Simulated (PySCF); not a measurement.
Several compounds and their computed core spectra got separated.

Method: delta-SCF UKS SCAN, pcX-2 on the ionised atom, pcseg-1 elsewhere, spin-free X2C in PySCF 2.14.0. Geometries: GFN2-xTB; isolated species, one conformer each.

Line lists (1s up to Mg, 2p3/2 beyond; areas count atoms within a level, one atom standing for each set equivalent by bonding):
1. C 1s: 290.50 (area 1), 290.80 (area 1), 290.92 (area 2), 293.73 (area 1) eV; F 1s: 691.89 eV
2. C 1s: 291.17 eV
3. C 1s: 291.17 (area 1), 292.43 (area 1) eV; Cl 2p3/2: 205.88 eV

Structures:
A. chloroethane (`CCCl`)
B. acetylene (`C#C`)
C. HC≡CCF(CH3)2 (`C#CC(C)(C)F`)

Problem. Match each list to its structure.

Solution. 
- 1 = C: no other candidate has this set of levels. C 1s: 290.50 terminal alkyne carbon, 290.80 alkyne carbon, 290.92 methyl carbon (×2), 293.73 sp3 C–F carbon; F 1s: 691.89 alkyl fluorine.
- 2 = B: no other candidate has this set of levels. C 1s: 291.17 terminal alkyne carbon (×2).
- 3 = A: no other candidate has this set of levels. C 1s: 291.17 methyl carbon, 292.43 sp3 C–Cl carbon; Cl 2p3/2: 205.88 alkyl chlorine.

For 2p shells one spin-free hole was relaxed; a mean-field spin–orbit operator and the ground-state splitting of the three 2p orbitals were then diagonalised within the shell. The shell's mean is (2 × 2p3/2 + 2p1/2)/3, and the degeneracies 2j + 1 give areas of 2:1. 2 of these hole states are spin-contaminated (⟨S²⟩ up to 0.85, against 0.75; counted from 0.85) and less certain.
